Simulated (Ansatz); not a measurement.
## How far each method lies from UCCSDT(Q) for H₂Ge–GeH, doublet

Geometry: a PBE0/def2-TZVP stationary point for this spin, not checked as a minimum.

```xyz
5

Ge    0.0000    0.0132    1.1812
Ge    0.0000   -0.0343   -1.2234
H     0.0000    1.2193    2.1518
H     0.0000   -1.2552    2.0686
H     0.0000    1.5605   -1.1845
```

Basis cc-pVDZ; Ansatz 0.2.0. Only valence electrons are correlated (noble-gas cores and the filled d shells of p-block atoms frozen), which leaves 11 electrons in 41 orbitals. R marks a restricted (for open shells ROHF) determinant, U an unrestricted one. Active spaces: pair = (3e, 3o) about the gap. No spin–orbit coupling is included, and no scalar relativity.

Full CI isn't at hand for all of this; UCCSDT(Q) serves as the reference, and is uncertain by about the last step of the cluster series. The frozen core follows each run's orbitals, which can shift R against U totals by a few meV for light atoms and by up to 0.1 eV past Ca.

The UHF ⟨S²⟩ is 0.763. The T1 diagnostic (RCCSD) is 0.0180, the largest doubles amplitude (RCCSD) is 0.059 and the T1 diagnostic (UCCSD) is 0.0182.

| level | E − E(UCCSDT(Q)) (mEh) | share of correlation (%) | wall time |
| --- | --- | --- | --- |
| UHF | 209.49 | 1.17 | – |
| UMP2 | 47.59 | 77.55 | – |
| UCCSD | 7.90 | 96.27 | – |
| UCCSD(T) | 1.69 | 99.20 | 10 s |
| UCCSDT | 0.35 | 99.84 | – |

The correlation energy at UCCSDT(Q), counted from RHF, is -5.768 eV. That run took 32 s on 1 thread of AMD EPYC 9R14, shared host.

Run but not shown, since their state or frozen core can't be matched to the reference's or they repeat it: RHF, RMP2, CISD, RCCSD, RCCSD(T), BCCD(T), RCCSDT, RCCSDT(Q), CASSCF (pair space), MRCISD (pair space), MRCISD+Q (pair space).

Times hold each run's SCF and search for its determinant on a shared host, so for small cases they say little of a method's own cost; they ran on 1 thread of AMD EPYC 9R14.
